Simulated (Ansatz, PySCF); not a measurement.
System: CH₃O (charge 0, doublet). SMILES: C[O]
Geometry from a B3LYP-D3(BJ)/def2-TZVP (Ansatz, a first-principles code) optimisation:
```xyz
5

C      0.0422    -0.5697     0.0421
O     -0.0449     0.7878    -0.0350
H      1.0743    -0.9437    -0.0130
H     -0.4948    -0.9923     0.9030
H     -0.4741    -0.9483    -0.8625
```
Charge 0, spin multiplicity 2.

PBE beside other levels, property by property. Cores are frozen in the correlated levels unless marked. Open shells are spin-unrestricted. No spin-orbit coupling. Non-relativistic. CBS marks a two-point X^-3 extrapolation of the correlation energy; Hartree-Fock from the larger set. The bracket is a focal-point correction in the basis named. Rows marked 298 K are enthalpies with B3LYP-D3(BJ) harmonic zero-point and thermal terms from PySCF. Enthalpies of formation rest on the atoms' values in the G2/97 table (older ones for B and Si), with no core term in the frozen-core levels. Vertical energies are electronic, to the SCF solution reached for that spin. Anions need diffuse functions, of which def2-TZVPD holds fewer than the aug- sets. The coupled-cluster column (Ansatz) is a level with limits of its own: RI-MP2/CBS(aug-cc-pVTZ,aug-cc-pVQZ)+[CCSD(T)-MP2]/aug-cc-pVTZ.

| property | PBE/def2-TZVPD (Ansatz) | B3LYP-D3(BJ)/def2-TZVPD (Ansatz + dftd3) | wB97M-V/def2-TZVPD (Ansatz) | CCSD(T)/aug-cc-pVTZ (Ansatz) | coupled cluster | measured |
|---|---|---|---|---|---|---|
| enthalpy of formation at 298 K by atomisation (kcal/mol) | -7.9 | 0.1 | 2.6 | 12.7 | 4.7 | 4.1 |
| vertical ionisation energy to the triplet (eV) | 10.54 | 10.80 | 10.77 | 10.82 | 10.96 | - |
| vertical electron affinity to the singlet (eV) | 1.37 | 1.34 | 1.28 | 1.33 | 1.44 | - |

Measured values: G2/97 table in ASE (Curtiss et al.); they hold spin-orbit effects, which all levels lack, and core correlation, which the frozen-core levels lack. This is an older compilation, not checked against later work.

As the rows show:
- enthalpy of formation at 298 K by atomisation: PBE lies 12.0 kcal/mol below the measured value.
- vertical ionisation energy to the triplet: PBE lies 0.42 eV below coupled cluster.
- vertical electron affinity to the singlet: PBE lies 0.07 eV below coupled cluster.
